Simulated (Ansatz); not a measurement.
Write a Python script for Ansatz's Python interface that makes a polarisability from point charges of BH7NSi (charge -1), SMILES [BH3-]N[SiH3]. Use (for the species named): PBE0, aug-cc-pVDZ basis, multiplicity 1.

| atom | x (Å) | y (Å) | z (Å) |
| --- | --- | --- | --- |
| B | 1.2887 | 0.4164 | 0.1151 |
| N | 0.3055 | -0.4318 | -0.7075 |
| Si | -1.3585 | -0.1687 | -0.0879 |
| H | 2.3945 | 0.2374 | -0.2912 |
| H | 1.0332 | 1.5762 | -0.0008 |
| H | 1.2548 | 0.1049 | 1.2675 |
| H | 0.5371 | -1.4355 | -0.5318 |
| H | -2.2987 | -1.0035 | -0.8501 |
| H | -1.7301 | 1.2456 | -0.2470 |
| H | -1.4266 | -0.5410 | 1.3338 |

`field_bh7nsi.py`
```python
import logging
import sys
import warnings

import ansatz as az
import numpy as np

logging.basicConfig(stream=sys.stdout, format="[%(levelname)s] %(message)s")
log = logging.getLogger("calc")
log.setLevel(logging.INFO)


def main() -> None:
    warnings.simplefilter("ignore", az.DeckWarning)

    geometry_ang = [
        ("B", [1.2887, 0.4164, 0.1151]),
        ("N", [0.3055, -0.4318, -0.7075]),
        ("Si", [-1.3585, -0.1687, -0.0879]),
        ("H", [2.3945, 0.2374, -0.2912]),
        ("H", [1.0332, 1.5762, -0.0008]),
        ("H", [1.2548, 0.1049, 1.2675]),
        ("H", [0.5371, -1.4355, -0.5318]),
        ("H", [-2.2987, -1.0035, -0.8501]),
        ("H", [-1.7301, 1.2456, -0.247]),
        ("H", [-1.4266, -0.541, 1.3338]),
    ]
    molecule = az.Crystal.molecule()
    for symbol, xyz in geometry_ang:
        molecule = molecule.atom(symbol, xyz)

    setup = molecule.calculation()
    setup = setup.basis(gaussian="aug-cc-pVDZ").functional("PBE0")
    setup = setup.charge(-1)
    setup = setup.forces()
    centre = np.mean([site.position_ang for site in molecule.cartesian_sites], axis=0)
    field = 2 * 14.399645 * 3.0 / 25.0 ** 2


    def dipole(axis, sign):
        arm = 25.0 * np.eye(3)[axis]
        pair = [{"charge": sign * 3.0, "position_ang": (centre - arm).tolist()}, {"charge": -sign * 3.0, "position_ang": (centre + arm).tolist()}]
        deck = setup.input().set(az.key.basis.gaussian.point_charges, pair)
        return np.array(az.Session.from_dict(deck).plan().execute().report["charge_distribution"]["dipole_moment_e_ang"])


    log.info(f"field {field:.4f} V/A")
    alpha = np.array([(dipole(axis, 1) - dipole(axis, -1)) / (2 * field) * 14.399645 for axis in range(3)])
    log.info("polarisability tensor (A^3)")
    print(np.array2string(alpha, precision=3, suppress_small=True))
    log.info(f"mean {np.trace(alpha) / 3:.3f} A^3 = {np.trace(alpha) / 3 / 0.14818471:.2f} bohr^3")


if __name__ == "__main__":
    main()
```

```console
$ python field_bh7nsi.py
[INFO] field 0.1382 V/A
[INFO] polarisability tensor (A^3)
[[12.75   0.418 -0.241]
 [ 0.404  9.71   0.082]
 [-0.233  0.082 10.516]]
[INFO] mean 10.992 A^3 = 74.18 bohr^3
```

The geometry is a force-field or estimated start, not a minimum of this method, and the basis set is short of its limit. The field of two point charges is only nearly even. The whole script took 38 s on 1 thread of Arm Neoverse V2 (shared host), peak memory 0.37 GiB.
